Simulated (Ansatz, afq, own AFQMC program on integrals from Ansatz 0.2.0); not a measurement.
**AlGe⁺, singlet: AFQMC among the cluster methods**

```yaml
atoms:
  - { symbol: Ge, position_ang: [0.0000, 0.0000, 0.0000] }
  - { symbol: Al, position_ang: [0.0000, 0.0000, 3.1299] }
```

Basis cc-pVDZ. Only valence electrons are correlated. AFQMC by an in-house program on the Cholesky factors that Ansatz 0.2.0 writes for its CCSD(T) run. The CISD trial takes its coefficients from CCSD amplitudes. Released means that phaseless walkers are propagated on without the constraint, phases kept. ± is one standard error of the sampling. No spin–orbit coupling.

Determinant: RHF, the one that the program's search chose, which needn't be the lowest solution. The geometry is a point of a scan.

Full CI on the same integrals is exact in this basis and with this determinant's frozen core.

Cautions: no relativity below Rb; no spin-orbit coupling; inner d shell frozen; higher spins were not checked; restricted determinant unstable towards unrestricted (UHF 749 meV lower, ⟨S²⟩ 1.07); CCSDTQ on the UHF determinant differs (462 meV lower), perhaps since the unrestricted series falls towards higher spin.

The T1 diagnostic is 0.0150, the weight of the determinant in the CISD state is 0.848 and the size of the correlated space is 6 electrons in 26 orbitals.

```tsv
level	correlation energy (eV)
MP2	-2.2382
CCSD	-3.1993
CCSD(T)	-3.2777
```

Estimate where phaseless AFQMC with the Hartree–Fock trial lies against CCSD(T) on the same integrals.

10.8 ± 1.9 kJ/mol below CCSD(T).

Reference: full CI, correlation energy -3.319 eV. The released energy is read at 2.40 1/Eh (meV from the phaseless value at times in 1/Eh: -4.2 ± 1.9 at 0.24, -8.0 ± 2.0 at 0.51, -11.2 ± 2.1 at 0.99, -17.0 ± 2.1 at 1.62, -16 ± 3 at 2.40).

```
         level  E − E(reference) (kJ/mol)  share of correlation (%)
       CCSD(T)                        4.0                     98.76
         CCSDT                        1.5                     99.54
      CCSDT(Q)                        0.5                     99.85
        CCSDTQ                        0.1                     99.98
   ph-AFQMC/HF                 -6.8 ± 1.9                    102.13
 ph-AFQMC/CISD                  3.0 ± 0.2                     99.07
released AFQMC                  1.4 ± 0.3                     99.56
```

CCSDT and higher add their correlation energy to the determinant of the CCSD(T) run, since their own runs factorise the integrals more tightly (a shift of under 2 meV). A walk keeps the symmetry of its determinant, which the program's search chose and which needn't be the lowest solution, so a lower state of the same spin and another symmetry isn't excluded. Released energies are given only where the last usable release times agree within the noise; a slower fall can still hide under it.
